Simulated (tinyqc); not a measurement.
Inside a calculation. Method: CCD on RHF in the sto-3g basis, for BH2+, spin multiplicity 1. One step of it, computed by the program tinyqc.

Task: Iteration 7 (converged): orbitals. Diagonalise F' = X^T F X, C = X C', fill 3 alpha and 3 beta electrons from the bottom; D = 2 C_occ C_occ^T. Each column has its largest component positive (the first on a tie).

converged F (hartree):
```
            1B 1s      1B 2s     1B 2px     1B 2py     1B 2pz      2H 1s      3H 1s
1B 1s   -7.967311  -2.316020   0.000000   0.000000   0.009247  -0.709159  -0.709159
1B 2s   -2.316020  -1.486673   0.000000   0.000000  -0.160709  -0.844246  -0.844246
1B 2px   0.000000   0.000000  -0.193972   0.000000   0.000000   0.000000   0.000000
1B 2py   0.000000   0.000000   0.000000  -0.714237   0.000000  -0.532477   0.532477
1B 2pz   0.009247  -0.160709   0.000000   0.000000  -0.286360  -0.272407  -0.272407
2H 1s   -0.709159  -0.844246   0.000000  -0.532477  -0.272407  -0.807207  -0.253075
3H 1s   -0.709159  -0.844246   0.000000   0.532477  -0.272407  -0.253075  -0.807207
```

X:
```
            1B 1s      1B 2s    1B 2px     1B 2py     1B 2pz      2H 1s      3H 1s
1B 1s    1.032012  -0.171659  0.000000   0.000000  -0.014716   0.027901   0.027901
1B 2s   -0.171659   1.393556  0.000000   0.000000   0.176935  -0.421338  -0.421338
1B 2px   0.000000   0.000000  1.000000   0.000000   0.000000   0.000000   0.000000
1B 2py   0.000000   0.000000  0.000000   1.261936   0.000000  -0.364965   0.364965
1B 2pz  -0.014716   0.176935  0.000000   0.000000   1.085822  -0.205062  -0.205062
2H 1s    0.027901  -0.421338  0.000000  -0.364965  -0.205062   1.351711  -0.023039
3H 1s    0.027901  -0.421338  0.000000   0.364965  -0.205062  -0.023039   1.351711
```

Give: F' = X^T F X; orbital energies; coefficients C; D after iteration 7.

Result:

F' = X^T F X (hartree):
```
         1        2        3        4        5        6        7
1  -7.7767  -1.1668   0.0000   0.0000   0.0097  -0.1202  -0.1202
2  -1.1668  -0.6202   0.0000   0.0000   0.0616  -0.4799  -0.4799
3   0.0000   0.0000  -0.1940   0.0000   0.0000   0.0000   0.0000
4   0.0000   0.0000   0.0000  -0.3041   0.0000  -0.4586   0.4586
5   0.0097   0.0616   0.0000   0.0000  -0.1685  -0.2177  -0.2177
6  -0.1202  -0.4799   0.0000  -0.4586  -0.2177  -0.2348  -0.0659
7  -0.1202  -0.4799   0.0000   0.4586  -0.2177  -0.0659  -0.2348
```

orbital energies (hartree): MO1 -7.9720, MO2 -1.0418, MO3 -0.8886, MO4 -0.2655, MO5 -0.1940, MO6 0.4132, MO7 0.4156

coefficients C:
```
            MO1      MO2      MO3      MO4     MO5      MO6      MO7
1B 1s    0.9920  -0.2358   0.0000   0.1326  0.0000  -0.1973   0.0000
1B 2s    0.0319   0.6149   0.0000  -0.5639  0.0000   1.2887   0.0000
1B 2px   0.0000   0.0000   0.0000   0.0000  1.0000   0.0000   0.0000
1B 2py   0.0000   0.0000   0.5919   0.0000  0.0000   0.0000   1.2282
1B 2pz   0.0022   0.1363   0.0000   0.8245  0.0000   0.7722   0.0000
2H 1s   -0.0058   0.3062   0.3797   0.1831  0.0000  -0.9878  -0.9664
3H 1s   -0.0058   0.3062  -0.3797   0.1831  0.0000  -0.9878   0.9664
```

D after iteration 7:
```
          1B 1s    1B 2s  1B 2px   1B 2py   1B 2pz    2H 1s    3H 1s
1B 1s    2.0795  -0.2268  0.0000   0.0000  -0.0599  -0.1560  -0.1560
1B 2s   -0.2268   0.7583  0.0000   0.0000   0.1678   0.3762   0.3762
1B 2px   0.0000   0.0000  0.0000   0.0000   0.0000   0.0000   0.0000
1B 2py   0.0000   0.0000  0.0000   0.7007   0.0000   0.4494  -0.4494
1B 2pz  -0.0599   0.1678  0.0000   0.0000   0.0372   0.0835   0.0835
2H 1s   -0.1560   0.3762  0.0000   0.4494   0.0835   0.4759  -0.1007
3H 1s   -0.1560   0.3762  0.0000  -0.4494   0.0835  -0.1007   0.4759
```
